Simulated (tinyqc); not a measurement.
Worked calculation: Hueckel theory of the pi electrons, for the molecule O=CC=O (SMILES; centres numbered as the heavy atoms are written). One step of it, computed by the program tinyqc.

Task: Energy, charges, bond orders. E = sum n x; q_r = z_r - P_rr; bond order p = P_rs; free valence = sqrt(3) - sum of p over the bonds of the atom.

x values: 2.010050  1.431302  0.009950  -1.411302

occupations: 2.000000  2.000000  0.000000  0.000000

charge and bond-order matrix P, lower triangle:
```
           1O        2C        3C        4O
1O   1.360308
2C   0.851765  0.639692
3C   0.148185  0.350308  0.639692
4O  -0.350308  0.148185  0.851765  1.360308
```

Centres:
```
centre  z_r, pi electrons of the neutral centre         h
1O                                            1  1.020000
2C                                            1  0.000000
3C                                            1  0.000000
4O                                            1  1.020000
```

Bonds:
```
i  j  k
1  2  1
2  3  1
3  4  1
```

Give: pi energy = 4 alpha + this times beta; pi charges; Bond orders and lengths from R = 1.517 - 0.180 p; free valence of the carbons; gap between the highest filled and the next level.

Result:

pi energy = 4 alpha + this times beta = 6.883

pi charges: 1O -0.360, 2C 0.360, 3C 0.360, 4O -0.360

Bond orders and lengths from R = 1.517 - 0.180 p (angstrom, C-C alone):
```
bond      p      R
1-2   0.852      -
2-3   0.350  1.454
3-4   0.852      -
```

free valence of the carbons: 2C 0.530, 3C 0.530

gap between the highest filled and the next level = 1.421 |beta|
